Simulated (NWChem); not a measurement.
## Correlation energy of Li (-1)

```xyz
1

Li     0.0000     0.0000     0.0000
```
Charge -1, spin multiplicity 1.

Program: NWChem.

Basis set: def2-SVPD. Each correlation energy counts from its own Hartree-Fock reference.

The correlated methods freeze no orbitals. Coupled-cluster values serve here as a point of comparison, not as the truth.

Task: One of these methods gave a correlation energy of -17.5 mHa. Which?
A. SCS-MP2
B. MP2
C. CCSD

Result: B, MP2. The others give -20.8 (SCS-MP2), -31.8 (CCSD).
